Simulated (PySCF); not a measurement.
Where the electron goes

2-methylthiazole, C4H5NS.
Atom-mapped SMILES: `[CH3:1][c:2]1[n:3][cH:4][cH:5][s:6]1` (hydrogens: H7, H8, H9 on C1; H10 on C4; H11 on C5)

Geometry (GFN2-xTB, Å), atoms numbered from 1 in this order:
```xyz
11
C4H5NS angstrom
C      1.9407   -0.0067    0.1342
C      0.4650    0.0104    0.0236
N     -0.3196   -0.9087    0.4493
C     -1.6239   -0.6286    0.2140
C     -1.8572    0.5496   -0.4158
S     -0.3728    1.3595   -0.7370
H      2.2497   -0.9217    0.6316
H      2.2889    0.8519    0.7066
H      2.3961    0.0400   -0.8539
H     -2.3727   -1.3323    0.5294
H     -2.7888    0.9891   -0.7080
```

Theory: TDDFT CAM-B3LYP/def2-SVPD, vertical, gas phase, core orbitals frozen in the response (PySCF 2.14.0, density-fitted response routines).

Frontier orbitals with the atoms that hold most of them (Löwdin shares over 4%, at most four atoms; ? is withheld):

```
orbital  ε (eV)                           atoms
 HOMO-3  -11.81  S6 50%, C4 16%, C5 16%, H10 8%
 HOMO-2   -9.50  S6 42%, N3 24%, C5 14%, C2 11%
 HOMO-1   -9.24                               ?
   HOMO       ?  C5 25%, C4 24%, C2 17%, S6 15%
   LUMO    0.36                               ?
 LUMO+1    1.09     S6 68%, C5 6%, C1 5%, C2 5%
 LUMO+2    1.27    S6 48%, C1 14%, C4 7%, C5 6%
```

Q: Which atoms hold the HOMO-1, and with what shares?

A: N3 (bonded to 2 C) 60%; S6 (bonded to 2 C) 15%; C2 (bonded to C, N and S) 9%; C4 (bonded to C, N and H) 8%. By element: nitrogen 60%, carbon 17% or more, sulfur 15%.

Q: Give the leading atoms of the LUMO.

A: S6 (bonded to 2 C) 24%; C2 (bonded to C, N and S) 21%; C5 (bonded to C, S and H) 18%; N3 (bonded to 2 C) 13%. By element: carbon 39% or more, sulfur 24%, nitrogen 13%.

Q: What is the HOMO energy, and the HOMO–LUMO gap?

A: ε(HOMO) = -8.27 eV; the gap is 8.63 eV (0.3170 hartree).

Q: How does S1 compare with the orbital gap of 8.63 eV?

A: S1 is at 5.54 eV (f = 0.0002), 3.09 eV below the gap, made of HOMO-1→LUMO (97%). Its leading pair isn't HOMO and LUMO; the energies of that pair differ by 9.60 eV. Without the coupling terms of the response equations the lowest excitation would equal the gap.

Q: One configuration dominates each of S1, S2, S3, S4 and S6. Which, and how do the shares of the two leading atoms of either orbital change from the occupied to the empty one?

A: 
- S1 (5.54 eV, f 0.0002), HOMO-1→LUMO (97%): N3 60% → 13%, S6 15% → 24%, C2 9% → 21%
- S2 (5.60 eV, f 0.104), HOMO→LUMO (93%): C5 25% → 18%, C4 24% → at most 14%, S6 15% → 24%, C2 17% → 21%
- S3 (5.93 eV, f 0.0002), HOMO→LUMO+1 (79%): C5 25% → 6%, C4 24% → at most 5%, S6 15% → 68%
- S4 (6.44 eV, f 0.050), HOMO-2→LUMO (81%): S6 42% → 24%, N3 24% → 13%, C2 11% → 21%
- S6 (6.93 eV, f 0.0006), HOMO-2→LUMO+1 (74%): S6 42% → 68%, N3 24% → at most 5%, C5 14% → 6%

Löwdin shares depend on the basis, the more so with diffuse functions.
